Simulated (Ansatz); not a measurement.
Input file:

```yaml
crystal:
  periodic: [false, false, false]
  atoms:
    - {symbol: B, position_ang: [0.000000, 0.000000, 3.590408]}
    - {symbol: Mg, position_ang: [0.000000, 0.000000, -0.319242]}
    - {symbol: H, position_ang: [0.000000, 0.000000, -3.271167]}
basis:
  gaussian: {orbitals: cc-pVDZ, point_charges: [{charge: 0.50, position_ang: [4.947, 0.520, 0.166]}]}
magnetization: {spin_polarized: false, initial_magnetization: 2}
correlation: {active_space: {window: {electrons: 2, orbitals: 7}}}
accuracy: high
output: {forces: true}
```

```sh
$ ansatz run in.yaml --threads 1 --pin off --events-out ev --progress --plain --max-ram 2393MiB
```

Log:

```
707 factors; integrals over basis functions are off by at most 2.9e-9 eV
mean field evaluation 1: about -6111.1009 eV, gradient 5.4e0 eV
mean field evaluation 2: about -6111.1223 eV, gradient 5.3e0 eV
mean field evaluation 4: about -6112.3249 eV, gradient 2.4e0 eV
mean field evaluation 8: about -6112.5753 eV, gradient 4.2e-1 eV
mean field evaluation 16: about -6112.5798 eV, gradient 1.7e-4 eV
mean field evaluation 32: about -6104.8173 eV, gradient 2.1e1 eV
mean field evaluation 64: about -6112.5439 eV, gradient 8.2e-1 eV
mean field evaluation 96: about -6112.5781 eV, gradient 7.1e-2 eV
mean field evaluation 128: about -6112.5601 eV, gradient 2.1e-1 eV
mean field evaluation 160: about -6112.5793 eV, gradient 1.4e-2 eV
mean field -6112.57978525 eV, -224.6331638526 hartree, gradient 3.5e-8 eV, S^2 2.000000; 11 other end points of the search recorded, 0 dependent functions left out
reference -6112.57978525 eV, -224.6331638526 hartree; 10, 8 occupied and 27, 29 virtual orbitals, 707 factors
state -6112.58038192 eV, -224.6331857796 hartree
the calculation of the forces begins
Total energy: -6112.58038192 eV, -224.6331857796 hartree
Atom 0 at     0.000000     0.000000     3.590408 Å, force     0.012979     0.001364     0.021174 eV/Å
Atom 1 at     0.000000     0.000000    -0.319242 Å, force     0.021776     0.002289     0.056330 eV/Å
Atom 2 at     0.000000     0.000000    -3.271167 Å, force    -0.003314    -0.000348    -0.086655 eV/Å
Dipole moment:    -0.256715    -0.026984    -0.079026 e Å
```

Forces (eV/Å):
```
B    0.013  0.001  0.021
Mg   0.022  0.002  0.056
H   -0.003  0.000 -0.087
```

Ran on 1 thread of Arm Neoverse V2, shared host: 8 s wall, 0.17 GiB peak host memory.
